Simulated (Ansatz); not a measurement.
`BNB` → `[BH2]`• + `B[NH]`• at 700 K and 1 bar (homolysis of the B–N bond).

Program: Ansatz. Geometries: PBE0-D4/def2-TZVP. ΔE: electronic, gas phase. CCSD(T)/CBS adds triple-zeta CCSD(T) − MP2 to the extrapolated MP2 energy (def2 sets, frozen cores). This one scheme is used for every species. No spin–orbit coupling; open shells (•) take unrestricted orbitals.

```csv
species,CCSD(T)/CBS energy (Eh),H − E (kJ/mol),S (J/(mol·K))
`BNB`,-107.34560,208.9,334.7
`[BH2]`•,-25.87431,63.2,226.2
`B[NH]`•,-81.23832,120.0,306.2
```

H − E and S are ideal-gas, rigid-rotor, harmonic terms from PBE0-D4/def2-TZVP, with the whole ground term of open shells counted as degenerate. 1 Eh = 2625.50 kJ/mol, R = 8.31446 J/(mol·K).

**Question.** By hand: ΔE, ΔH, ΔS and ΔG.

**Answer.** ΔE = (-25.87431) + (-81.23832) − (-107.34560) = 0.23297 Eh = 611.7 kJ/mol. Δ(H − E) = 63.2 + 120.0 − 208.9 = -25.7, so ΔH = 586.0 kJ/mol. ΔS = 226.2 + 306.2 − 334.7 = 197.7 J/(mol·K). ΔG = 586.0 − 700 × (197.7)/1000 = 447.6 kJ/mol.

**Question.** By hand: the equilibrium constant, and the temperature at which ΔG would vanish if ΔH and ΔS stayed fixed.

**Answer.** log₁₀ K = −ΔG/(RT ln 10) = -33.4. ΔG = 0 at ΔH/ΔS = 2964 K, far beyond where these terms or the molecules hold.

The number of gas molecules changes by +1, which sets the sign of ΔS. A doubt of 5 kJ/mol in ΔE shifts log₁₀ K by 0.4 here. These are equilibria of isolated gas molecules and say nothing of rates. Largest T1 diagnostic: 0.030 (customary marks: 0.02 for closed shells, 0.045 for open ones).
